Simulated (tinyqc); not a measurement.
Inside a calculation (part 1 of 2). Method: RKS/LDA (VWN5) in the sto-3g basis, for CH2, spin multiplicity 1. Computed by tinyqc, a small Python program that keeps every step (integrals from PySCF). Settings: charge = 0, multiplicity = 1, basis = sto-3g, energy threshold = 1e-10, iteration cap = 76, orthogonalisation = symmetric, start = atomic densities, DIIS depth = 6, method = RKS, functional = lda,vwn, grid = [40, 14]. Command: `OMP_NUM_THREADS=1 python tinyqc.py 25054 25055 out.jsonl` (the two numbers bound the seeds that draw the settings). One thread of a shared host (Intel(R) Xeon(R) Processor @ 2.60GHz), about 2 s of CPU time with the checks. Later iterations appear only in the table of the cycle.

## One-electron integrals

Geometry (angstrom):
```
atom       x        y       z
C     0.0000   0.0000  0.0000
H     0.0000   0.9810  0.4810
H     0.0000  -1.0380  0.5090
```

Basis sto-3g: exponents (1/bohr^2) and contraction coefficients of normalised primitives:
```
element  l (shell)  exponent  coefficient
C            s (1)   71.6168       0.1543
C            s (1)   13.0451       0.5353
C            s (1)    3.5305       0.4446
C            s (2)    2.9412      -0.1000
C            s (2)    0.6835       0.3995
C            s (2)    0.2223       0.7001
C            p (3)    2.9412       0.1559
C            p (3)    0.6835       0.6077
C            p (3)    0.2223       0.3920
H            s (1)    3.4253       0.1543
H            s (1)    0.6239       0.5353
H            s (1)    0.1689       0.4446
```

Overlap, kinetic and nuclear-attraction integrals over the contracted functions; the nuclear repulsion is the sum of Za Zb / Rab.

nuclear repulsion = 5.914508 hartree

overlap S, order 1C 1s, 1C 2s, 1C 2px, 1C 2py, 1C 2pz, 2H 1s, 3H 1s:
```
[[1.0000, 0.2484, 0.0000, 0.0000, 0.0000, 0.0619, 0.0534],
 [0.2484, 1.0000, 0.0000, 0.0000, 0.0000, 0.4893, 0.4534],
 [0.0000, 0.0000, 1.0000, 0.0000, 0.0000, 0.0000, 0.0000],
 [0.0000, 0.0000, 0.0000, 1.0000, 0.0000, 0.4188, -0.3984],
 [0.0000, 0.0000, 0.0000, 0.0000, 1.0000, 0.2053, 0.1954],
 [0.0619, 0.4893, 0.0000, 0.4188, 0.2053, 1.0000, 0.1155],
 [0.0534, 0.4534, 0.0000, -0.3984, 0.1954, 0.1155, 1.0000]]
```

kinetic energy T (hartree), order 1C 1s, 1C 2s, 1C 2px, 1C 2py, 1C 2pz, 2H 1s, 3H 1s:
```
[[15.8911, -0.0859, 0.0000, 0.0000, 0.0000, -0.0106, -0.0120],
 [-0.0859, 0.4722, 0.0000, 0.0000, 0.0000, 0.1060, 0.0866],
 [0.0000, 0.0000, 1.4777, 0.0000, 0.0000, 0.0000, 0.0000],
 [0.0000, 0.0000, 0.0000, 1.4777, 0.0000, 0.2331, -0.1995],
 [0.0000, 0.0000, 0.0000, 0.0000, 1.4777, 0.1143, 0.0978],
 [-0.0106, 0.1060, 0.0000, 0.2331, 0.1143, 0.7600, -0.0103],
 [-0.0120, 0.0866, 0.0000, -0.1995, 0.0978, -0.0103, 0.7600]]
```

nuclear attraction V (hartree), order 1C 1s, 1C 2s, 1C 2px, 1C 2py, 1C 2pz, 2H 1s, 3H 1s:
```
[[-34.5948, -4.4262, 0.0000, -0.0016, -0.0140, -1.1247, -0.9672],
 [-4.4262, -6.1088, 0.0000, -0.0125, -0.1457, -2.5565, -2.3188],
 [0.0000, 0.0000, -5.9870, 0.0000, 0.0000, 0.0000, 0.0000],
 [-0.0016, -0.0125, 0.0000, -6.1805, -0.0053, -2.0335, 1.8821],
 [-0.0140, -0.1457, 0.0000, -0.0053, -6.0335, -1.0291, -0.9535],
 [-1.1247, -2.5565, 0.0000, -2.0335, -1.0291, -4.3326, -0.5583],
 [-0.9672, -2.3188, 0.0000, 1.8821, -0.9535, -0.5583, -4.1894]]
```

core Hamiltonian H = T + V (hartree), order 1C 1s, 1C 2s, 1C 2px, 1C 2py, 1C 2pz, 2H 1s, 3H 1s:
```
[[-18.7037, -4.5121, 0.0000, -0.0016, -0.0140, -1.1354, -0.9792],
 [-4.5121, -5.6366, 0.0000, -0.0125, -0.1457, -2.4505, -2.2323],
 [0.0000, 0.0000, -4.5093, 0.0000, 0.0000, 0.0000, 0.0000],
 [-0.0016, -0.0125, 0.0000, -4.7028, -0.0053, -1.8004, 1.6827],
 [-0.0140, -0.1457, 0.0000, -0.0053, -4.5558, -0.9148, -0.8557],
 [-1.1354, -2.4505, 0.0000, -1.8004, -0.9148, -3.5726, -0.5686],
 [-0.9792, -2.2323, 0.0000, 1.6827, -0.8557, -0.5686, -3.4294]]
```

## Two-electron integrals

Functions are numbered as in S; the eight-fold symmetry (ij|kl) = (ji|kl) = (kl|ij) leaves the list below.

Two-electron integrals (ij|kl) in chemists' order, unique and non-zero (hartree):
```
(11|11) 3.5419      (21|11) 0.5769      (21|21) 0.1119      (22|11) 0.8547
(22|21) 0.2053      (22|22) 0.6247      (31|31) 0.0203      (32|31) 0.0309
(32|32) 0.1380      (33|11) 0.8524      (33|21) 0.2053      (33|22) 0.6246
(33|33) 0.6728      (41|41) 0.0203      (42|41) 0.0309      (42|42) 0.1380
(43|43) 0.0363      (44|11) 0.8524      (44|21) 0.2053      (44|22) 0.6246
(44|33) 0.6003      (44|44) 0.6728      (51|51) 0.0203      (52|51) 0.0309
(52|52) 0.1380      (53|53) 0.0363      (54|54) 0.0363      (55|11) 0.8524
(55|21) 0.2053      (55|22) 0.6246      (55|33) 0.6003      (55|44) 0.6003
(55|55) 0.6728      (61|11) 0.1450      (61|21) 0.0279      (61|22) 0.0511
(61|33) 0.0509      (61|41) 0.0015      (61|42) 0.0029      (61|44) 0.0514
(61|51) 0.0008      (61|52) 0.0014      (61|54) 2.15e-04    (61|55) 0.0510
(61|61) 0.0071      (62|11) 0.3312      (62|21) 0.0805      (62|22) 0.2677
(62|33) 0.2615      (62|41) 0.0069      (62|42) 0.0464      (62|44) 0.2764
(62|51) 0.0034      (62|52) 0.0228      (62|54) 0.0073      (62|55) 0.2651
(62|61) 0.0209      (62|62) 0.1476      (63|31) 0.0084      (63|32) 0.0436
(63|43) 0.0092      (63|53) 0.0045      (63|63) 0.0187      (64|11) 0.2477
(64|21) 0.0610      (64|22) 0.2151      (64|33) 0.2042      (64|41) 0.0130
(64|42) 0.0784      (64|44) 0.2340      (64|51) 0.0022      (64|52) 0.0171
(64|54) 0.0101      (64|55) 0.2070      (64|61) 0.0167      (64|62) 0.1410
(64|64) 0.1509      (65|11) 0.1215      (65|21) 0.0299      (65|22) 0.1055
(65|33) 0.1001      (65|41) 0.0022      (65|42) 0.0171      (65|44) 0.1057
(65|51) 0.0095      (65|52) 0.0520      (65|54) 0.0119      (65|55) 0.1105
(65|61) 0.0082      (65|62) 0.0691      (65|64) 0.0648      (65|65) 0.0505
(66|11) 0.4733      (66|21) 0.1171      (66|22) 0.4407      (66|33) 0.4171
(66|41) 0.0130      (66|42) 0.1163      (66|44) 0.4737      (66|51) 0.0064
(66|52) 0.0570      (66|54) 0.0277      (66|55) 0.4307      (66|61) 0.0310
(66|62) 0.3017      (66|64) 0.3190      (66|65) 0.1564      (66|66) 0.7746
(71|11) 0.1248      (71|21) 0.0241      (71|22) 0.0441      (71|33) 0.0439
(71|41) -0.0013     (71|42) -0.0025     (71|44) 0.0443      (71|51) 0.0006
(71|52) 0.0012      (71|54) -1.86e-04   (71|55) 0.0440      (71|61) 0.0059
(71|62) 0.0169      (71|64) 0.0122      (71|65) 0.0066      (71|66) 0.0243
(71|71) 0.0053      (72|11) 0.2997      (72|21) 0.0730      (72|22) 0.2443
(72|33) 0.2385      (72|41) -0.0062     (72|42) -0.0430     (72|44) 0.2525
(72|51) 0.0031      (72|52) 0.0211      (72|54) -0.0069     (72|55) 0.2418
(72|61) 0.0177      (72|62) 0.0957      (72|64) 0.0656      (72|65) 0.0437
(72|66) 0.1528      (72|71) 0.0164      (72|72) 0.1253      (73|31) 0.0074
(73|32) 0.0391      (73|43) -0.0084     (73|53) 0.0041      (73|63) 0.0111
(73|73) 0.0154      (74|11) -0.2294     (74|21) -0.0566     (74|22) -0.2009
(74|33) -0.1907     (74|41) 0.0116      (74|42) 0.0719      (74|44) -0.2183
(74|51) -0.0021     (74|52) -0.0161     (74|54) 0.0094      (74|55) -0.1933
(74|61) -0.0131     (74|62) -0.0678     (74|64) -0.0367     (74|65) -0.0303
(74|66) -0.1006     (74|71) -0.0133     (74|72) -0.1224     (74|74) 0.1328
(75|11) 0.1125      (75|21) 0.0277      (75|22) 0.0985      (75|33) 0.0935
(75|41) -0.0021     (75|42) -0.0161     (75|44) 0.0988      (75|51) 0.0084
(75|52) 0.0470      (75|54) -0.0110     (75|55) 0.1031      (75|61) 0.0071
(75|62) 0.0444      (75|64) 0.0299      (75|65) 0.0309      (75|66) 0.0752
(75|71) 0.0065      (75|72) 0.0600      (75|74) -0.0576     (75|75) 0.0436
(76|11) 0.0715      (76|21) 0.0174      (76|22) 0.0595      (76|33) 0.0581
(76|41) -2.66e-05   (76|42) -2.96e-04   (76|44) 0.0601      (76|51) 0.0012
(76|52) 0.0088      (76|54) -6.63e-05   (76|55) 0.0602      (76|61) 0.0044
(76|62) 0.0287      (76|64) 0.0237      (76|65) 0.0148      (76|66) 0.0538
(76|71) 0.0038      (76|72) 0.0267      (76|74) -0.0228     (76|75) 0.0140
(76|76) 0.0069      (77|11) 0.4496      (77|21) 0.1113      (77|22) 0.4237
(77|33) 0.4012      (77|41) -0.0120     (77|42) -0.1109     (77|44) 0.4552
(77|51) 0.0059      (77|52) 0.0544      (77|54) -0.0265     (77|55) 0.4142
(77|61) 0.0268      (77|62) 0.1616      (77|64) 0.1030      (77|65) 0.0781
(77|66) 0.2612      (77|71) 0.0253      (77|72) 0.2747      (77|74) -0.2963
(77|75) 0.1453      (77|76) 0.0538      (77|77) 0.7746
```

## Orthogonalisation

S = U s U^T; symmetric (Loewdin) form X = U s^(-1/2) U^T, so that X^T S X = 1.

eigenvalues of S: [0.3045, 0.3684, 0.8875, 1.0000, 1.0760, 1.5217, 1.8420]

X, order 1C 1s, 1C 2s, 1C 2px, 1C 2py, 1C 2pz, 2H 1s, 3H 1s:
```
[[1.0270, -0.1532, 0.0000, -0.0011, -0.0099, 0.0260, 0.0250],
 [-0.1532, 1.2775, 0.0000, 0.0213, 0.1052, -0.3527, -0.3064],
 [0.0000, 0.0000, 1.0000, 0.0000, 0.0000, 0.0000, 0.0000],
 [-0.0011, 0.0213, 0.0000, 1.1952, 0.0077, -0.3162, 0.2853],
 [-0.0099, 0.1052, 0.0000, 0.0077, 1.0437, -0.1452, -0.1296],
 [0.0260, -0.3527, 0.0000, -0.3162, -0.1452, 1.2682, -0.0359],
 [0.0250, -0.3064, 0.0000, 0.2853, -0.1296, -0.0359, 1.2213]]
```

## Starting guess

The start is atomic minimal-basis densities projected into this basis (PySCF's MINAO start) and scaled to the electron count of each spin; this density is not idempotent, so its energy is not variational and may lie below the converged one.

D at the start, order 1C 1s, 1C 2s, 1C 2px, 1C 2py, 1C 2pz, 2H 1s, 3H 1s:
```
[[2.1419, -0.5063, 0.0000, 0.0009, 0.0110, -0.0244, -0.0231],
 [-0.5063, 2.0598, 0.0000, -0.0034, -0.0402, 0.0888, 0.0869],
 [0.0000, 0.0000, 0.6586, 0.0000, 0.0000, 0.0000, 0.0000],
 [0.0009, -0.0034, 0.0000, 0.5794, -0.0010, 0.0516, -0.0542],
 [0.0110, -0.0402, 0.0000, -0.0010, 0.6404, 0.0186, 0.0198],
 [-0.0244, 0.0888, 0.0000, 0.0516, 0.0186, 0.9507, 0.0286],
 [-0.0231, 0.0869, 0.0000, -0.0542, 0.0198, 0.0286, 0.9521]]
```

## Iteration 1: exchange-correlation on the grid

Becke grid with 40 radial and 14 angular points per atom, points of zero weight dropped. rho = sum D_ij phi_i phi_j; V_xc,ij = sum w v_xc phi_i phi_j; v_xc is d(rho eps)/d rho.

The 12 grid points with the largest w rho, of 1664 (bohr, atomic units):
```
x              y        z       w     rho   eps_xc     v_xc
0.7970    0.7970  -0.7970  0.3603  0.1121  -0.4104  -0.5365
-0.7970   0.7970  -0.7970  0.3603  0.1121  -0.4104  -0.5365
-0.7970  -0.7970  -0.7970  0.3611  0.1116  -0.4098  -0.5358
0.7970   -0.7970  -0.7970  0.3611  0.1116  -0.4098  -0.5358
-0.9199   0.9199  -0.9199  0.5280  0.0725  -0.3590  -0.4689
0.9199    0.9199  -0.9199  0.5280  0.0725  -0.3590  -0.4689
-0.9199  -0.9199  -0.9199  0.5301  0.0721  -0.3584  -0.4682
0.9199   -0.9199  -0.9199  0.5301  0.0721  -0.3584  -0.4682
-0.6862   0.6862  -0.6862  0.2412  0.1576  -0.4558  -0.5964
0.6862    0.6862  -0.6862  0.2412  0.1576  -0.4558  -0.5964
0.6862   -0.6862  -0.6862  0.2415  0.1571  -0.4553  -0.5957
-0.6862  -0.6862  -0.6862  0.2415  0.1571  -0.4553  -0.5957
```

electrons on the grid, sum of w rho = 7.9852

E_xc = sum of w rho eps_xc = -5.739184 hartree

V_xc (hartree), order 1C 1s, 1C 2s, 1C 2px, 1C 2py, 1C 2pz, 2H 1s, 3H 1s:
```
[[-2.1729, -0.3177, 0.0000, -0.0001, -0.0004, -0.0805, -0.0692],
 [-0.3177, -0.5590, 0.0000, -0.0012, -0.0134, -0.2499, -0.2281],
 [0.0000, 0.0000, -0.5370, 0.0000, 0.0000, 0.0000, 0.0000],
 [-0.0001, -0.0012, 0.0000, -0.5743, -0.0004, -0.2110, 0.1969],
 [-0.0004, -0.0134, 0.0000, -0.0004, -0.5528, -0.1090, -0.1014],
 [-0.0805, -0.2499, 0.0000, -0.2110, -0.1090, -0.4749, -0.0546],
 [-0.0692, -0.2281, 0.0000, 0.1969, -0.1014, -0.0546, -0.4666]]
```

## Iteration 1: building the Kohn-Sham matrix

J_ij = sum D_kl (ij|kl); F = H + J + V_xc; E = tr D H + tr D J / 2 + E_xc + E_nn.

Coulomb J (hartree), order 1C 1s, 1C 2s, 1C 2px, 1C 2py, 1C 2pz, 2H 1s, 3H 1s:
```
[[11.4037, 2.1884, 0.0000, 0.0010, 0.0119, 0.5485, 0.4723],
 [2.1884, 5.0458, 0.0000, 0.0051, 0.1110, 2.1890, 1.9978],
 [0.0000, 0.0000, 4.9943, 0.0000, 0.0000, 0.0000, 0.0000],
 [0.0010, 0.0051, 0.0000, 5.1053, 0.0012, 1.7736, -1.6557],
 [0.0119, 0.1110, 0.0000, 0.0012, 5.0209, 0.8972, 0.8376],
 [0.5485, 2.1890, 0.0000, 1.7736, 0.8972, 3.7410, 0.4872],
 [0.4723, 1.9978, 0.0000, -1.6557, 0.8376, 0.4872, 3.6272]]
```

Kohn-Sham matrix F (hartree), order 1C 1s, 1C 2s, 1C 2px, 1C 2py, 1C 2pz, 2H 1s, 3H 1s:
```
[[-9.4728, -2.6414, 0.0000, -0.0007, -0.0025, -0.6673, -0.5762],
 [-2.6414, -1.1498, 0.0000, -0.0086, -0.0481, -0.5114, -0.4626],
 [0.0000, 0.0000, -0.0520, 0.0000, 0.0000, 0.0000, 0.0000],
 [-0.0007, -0.0086, 0.0000, -0.1718, -0.0045, -0.2378, 0.2238],
 [-0.0025, -0.0481, 0.0000, -0.0045, -0.0877, -0.1266, -0.1195],
 [-0.6673, -0.5114, 0.0000, -0.2378, -0.1266, -0.3065, -0.1360],
 [-0.5762, -0.4626, 0.0000, 0.2238, -0.1195, -0.1360, -0.2688]]
```

total energy of this density = -38.275874 hartree

This density is the starting one; it is not idempotent, so its energy is not variational and may lie below the converged one.

## Iteration 1: diagonalisation and new density

Diagonalise F' = X^T F X, C = X C', fill 4 alpha and 4 beta electrons from the bottom; D = 2 C_occ C_occ^T. Each column has its largest component positive (the first on a tie).

F' = X^T F X (hartree):
```
[[-9.2445, -1.4583, 0.0000, 0.0000, -0.0189, -0.1033, -0.0740],
 [-1.4583, -0.4575, 0.0000, 0.0105, 0.0579, -0.2961, -0.2592],
 [0.0000, 0.0000, -0.0520, 0.0000, 0.0000, 0.0000, 0.0000],
 [0.0000, 0.0105, 0.0000, 0.0594, 0.0036, -0.2868, 0.2636],
 [-0.0189, 0.0579, 0.0000, 0.0036, -0.0348, -0.1340, -0.1210],
 [-0.1033, -0.2961, 0.0000, -0.2868, -0.1340, 0.0360, -0.0502],
 [-0.0740, -0.2592, 0.0000, 0.2636, -0.1210, -0.0502, 0.0182]]
```

orbital energies (hartree): [-9.4840, -0.5111, -0.3204, -0.1119, -0.0520, 0.3391, 0.4651]

coefficients C, order 1C 1s, 1C 2s, 1C 2px, 1C 2py, 1C 2pz, 2H 1s, 3H 1s:
```
[[0.9896, -0.2335, 0.0108, 0.1118, 0.0000, -0.1758, -0.0460],
 [0.0445, 0.7077, -0.0462, -0.5049, 0.0000, 1.0170, 0.3021],
 [0.0000, 0.0000, 0.0000, 0.0000, 1.0000, 0.0000, 0.0000],
 [0.0008, 0.0243, 0.5571, -0.0006, 0.0000, -0.2461, 1.1130],
 [0.0046, 0.1050, 0.0010, 0.8411, 0.0000, 0.6274, 0.1619],
 [-0.0115, 0.2834, 0.4027, 0.2152, 0.0000, -0.6519, -1.0686],
 [-0.0104, 0.2417, -0.4315, 0.2261, 0.0000, -1.0083, 0.6108]]
```

D after iteration 1, order 1C 1s, 1C 2s, 1C 2px, 1C 2py, 1C 2pz, 2H 1s, 3H 1s:
```
[[2.0930, -0.3564, 0.0000, 0.0020, 0.1482, -0.0983, -0.0922],
 [-0.3564, 1.5198, 0.0000, -0.0164, -0.7004, 0.1457, 0.1529],
 [0.0000, 0.0000, 0.0000, 0.0000, 0.0000, 0.0000, 0.0000],
 [0.0020, -0.0164, 0.0000, 0.6219, 0.0052, 0.4622, -0.4694],
 [0.1482, -0.7004, 0.0000, 0.0052, 1.4371, 0.4222, 0.4302],
 [-0.0983, 0.1457, 0.0000, 0.4622, 0.4222, 0.5779, -0.1130],
 [-0.0922, 0.1529, 0.0000, -0.4694, 0.4302, -0.1130, 0.5918]]
```

## Iteration 2: exchange-correlation on the grid

As before.

The 12 grid points with the largest w rho, of 1664 (bohr, atomic units):
```
x              y        z       w     rho   eps_xc     v_xc
0.0000    0.0000  -1.3804  0.3227  0.2136  -0.5007  -0.6556
0.0000    0.0000  -1.5934  0.4767  0.1379  -0.4374  -0.5721
0.0000    0.0000  -1.1885  0.2151  0.2999  -0.5562  -0.7289
0.0000    0.0000  -1.8292  0.6946  0.0796  -0.3694  -0.4826
0.0000    0.0000  -1.0163  0.1409  0.3889  -0.6029  -0.7906
-0.7970  -0.7970  -0.7970  0.3611  0.1348  -0.4344  -0.5682
0.7970   -0.7970  -0.7970  0.3611  0.1348  -0.4344  -0.5682
-0.7970   0.7970  -0.7970  0.3603  0.1335  -0.4330  -0.5664
0.7970    0.7970  -0.7970  0.3603  0.1335  -0.4330  -0.5664
-0.9199  -0.9199  -0.9199  0.5301  0.0872  -0.3799  -0.4964
0.9199   -0.9199  -0.9199  0.5301  0.0872  -0.3799  -0.4964
-0.6862  -0.6862  -0.6862  0.2415  0.1893  -0.4823  -0.6314
```

electrons on the grid, sum of w rho = 8.0224

E_xc = sum of w rho eps_xc = -5.745928 hartree

V_xc (hartree), order 1C 1s, 1C 2s, 1C 2px, 1C 2py, 1C 2pz, 2H 1s, 3H 1s:
```
[[-2.1630, -0.3163, 0.0000, -0.0001, 0.0036, -0.0800, -0.0688],
 [-0.3163, -0.5568, 0.0000, -0.0009, 0.0090, -0.2485, -0.2271],
 [0.0000, 0.0000, -0.4914, 0.0000, 0.0000, 0.0000, 0.0000],
 [-0.0001, -0.0009, 0.0000, -0.5821, -0.0009, -0.2113, 0.1975],
 [0.0036, 0.0090, 0.0000, -0.0009, -0.5842, -0.1054, -0.0981],
 [-0.0800, -0.2485, 0.0000, -0.2113, -0.1054, -0.4681, -0.0544],
 [-0.0688, -0.2271, 0.0000, 0.1975, -0.0981, -0.0544, -0.4590]]
```

## Iteration 2: building the Kohn-Sham matrix

As before.

Coulomb J (hartree), order 1C 1s, 1C 2s, 1C 2px, 1C 2py, 1C 2pz, 2H 1s, 3H 1s:
```
[[11.3598, 2.1866, 0.0000, 0.0007, -0.0094, 0.5471, 0.4711],
 [2.1866, 5.0657, 0.0000, 0.0030, 0.0068, 2.1823, 1.9926],
 [0.0000, 0.0000, 4.9522, 0.0000, 0.0000, 0.0000, 0.0000],
 [0.0007, 0.0030, 0.0000, 5.1326, 0.0019, 1.7692, -1.6531],
 [-0.0094, 0.0068, 0.0000, 0.0019, 5.0955, 0.8689, 0.8122],
 [0.5471, 2.1823, 0.0000, 1.7692, 0.8689, 3.7092, 0.4839],
 [0.4711, 1.9926, 0.0000, -1.6531, 0.8122, 0.4839, 3.5954]]
```

Kohn-Sham matrix F (hartree), order 1C 1s, 1C 2s, 1C 2px, 1C 2py, 1C 2pz, 2H 1s, 3H 1s:
```
[[-9.5069, -2.6418, 0.0000, -0.0009, -0.0199, -0.6682, -0.5769],
 [-2.6418, -1.1277, 0.0000, -0.0103, -0.1299, -0.5166, -0.4668],
 [0.0000, 0.0000, -0.0484, 0.0000, 0.0000, 0.0000, 0.0000],
 [-0.0009, -0.0103, 0.0000, -0.1523, -0.0043, -0.2426, 0.2271],
 [-0.0199, -0.1299, 0.0000, -0.0043, -0.0446, -0.1513, -0.1416],
 [-0.6682, -0.5166, 0.0000, -0.2426, -0.1513, -0.3314, -0.1391],
 [-0.5769, -0.4668, 0.0000, 0.2271, -0.1416, -0.1391, -0.2929]]
```

total energy of this density = -38.184795 hartree

## Iteration 2: DIIS over 2 matrices

error matrix X^T (FDS - SDF) X:
```
[[0.0000, 0.0049, 0.0000, 0.0002, 0.0031, -0.0026, -0.0023],
 [-0.0049, 0.0000, 0.0000, 0.0009, 0.0068, -0.0183, -0.0178],
 [0.0000, 0.0000, 0.0000, 0.0000, 0.0000, 0.0000, 0.0000],
 [-0.0002, -0.0009, 0.0000, 0.0000, 0.0001, 0.0387, -0.0397],
 [-0.0031, -0.0068, 0.0000, -0.0001, 0.0000, -0.0086, -0.0077],
 [0.0026, 0.0183, 0.0000, -0.0387, 0.0086, 0.0000, 0.0004],
 [0.0023, 0.0178, 0.0000, 0.0397, 0.0077, -0.0004, 0.0000]]
```

B (overlaps of the stored error matrices):
```
[[2.6980489e+00, 6.5261050e-03],
 [6.5261050e-03, 7.9156562e-03]]
```

Minimise |sum c_i e_i|^2 with sum c_i = 1: solve [B -1; -1 0][c; lambda] = [0; -1] with B_ij = tr e_i^T e_j, and take F = sum c_i F_i.

DIIS coefficients: [0.0005, 0.9995]

extrapolated F (hartree), order 1C 1s, 1C 2s, 1C 2px, 1C 2py, 1C 2pz, 2H 1s, 3H 1s:
```
[[-9.5068, -2.6418, 0.0000, -0.0009, -0.0198, -0.6682, -0.5769],
 [-2.6418, -1.1277, 0.0000, -0.0103, -0.1298, -0.5166, -0.4668],
 [0.0000, 0.0000, -0.0484, 0.0000, 0.0000, 0.0000, 0.0000],
 [-0.0009, -0.0103, 0.0000, -0.1523, -0.0043, -0.2426, 0.2271],
 [-0.0198, -0.1298, 0.0000, -0.0043, -0.0446, -0.1513, -0.1416],
 [-0.6682, -0.5166, 0.0000, -0.2426, -0.1513, -0.3314, -0.1391],
 [-0.5769, -0.4668, 0.0000, 0.2271, -0.1416, -0.1391, -0.2929]]
```

## Iteration 2: diagonalisation and new density

As before.

F' = X^T F X (hartree):
```
[[-9.2797, -1.4575, 0.0000, -0.0001, -0.0259, -0.1028, -0.0737],
 [-1.4575, -0.4381, 0.0000, 0.0092, -0.0252, -0.2912, -0.2547],
 [0.0000, 0.0000, -0.0484, 0.0000, 0.0000, 0.0000, 0.0000],
 [-0.0001, 0.0092, 0.0000, 0.0890, 0.0040, -0.2930, 0.2686],
 [-0.0259, -0.0252, 0.0000, 0.0040, 0.0075, -0.1396, -0.1254],
 [-0.1028, -0.2912, 0.0000, -0.2930, -0.1396, 0.0103, -0.0502],
 [-0.0737, -0.2547, 0.0000, 0.2686, -0.1254, -0.0502, -0.0071]]
```

orbital energies (hartree): [-9.5175, -0.5296, -0.3264, -0.0484, -0.0209, 0.3032, 0.4733]

coefficients C, order 1C 1s, 1C 2s, 1C 2px, 1C 2py, 1C 2pz, 2H 1s, 3H 1s:
```
[[0.9899, -0.2214, 0.0099, 0.0000, 0.1367, -0.1751, -0.0336],
 [0.0434, 0.6609, -0.0427, 0.0000, -0.5879, 1.0226, 0.2313],
 [0.0000, 0.0000, 0.0000, 1.0000, 0.0000, 0.0000, 0.0000],
 [0.0008, 0.0257, 0.5169, 0.0000, 0.0044, -0.1755, 1.1453],
 [0.0068, 0.2135, -0.0112, 0.0000, 0.8212, 0.6357, 0.1193],
 [-0.0116, 0.2952, 0.4287, 0.0000, 0.1881, -0.7287, -1.0091],
 [-0.0105, 0.2493, -0.4648, 0.0000, 0.1929, -0.9662, 0.6607]]
```

D after iteration 2, order 1C 1s, 1C 2s, 1C 2px, 1C 2py, 1C 2pz, 2H 1s, 3H 1s:
```
[[2.0581, -0.2075, 0.0000, 0.0005, -0.0814, -0.1452, -0.1404],
 [-0.2075, 0.8810, 0.0000, -0.0101, 0.2838, 0.3526, 0.3683],
 [0.0000, 0.0000, 2.0000, 0.0000, 0.0000, 0.0000, 0.0000],
 [0.0005, -0.0101, 0.0000, 0.5356, -0.0006, 0.4583, -0.4677],
 [-0.0814, 0.2838, 0.0000, -0.0006, 0.0915, 0.1164, 0.1167],
 [-0.1452, 0.3526, 0.0000, 0.4583, 0.1164, 0.5422, -0.2511],
 [-0.1404, 0.3683, 0.0000, -0.4677, 0.1167, -0.2511, 0.5567]]
```
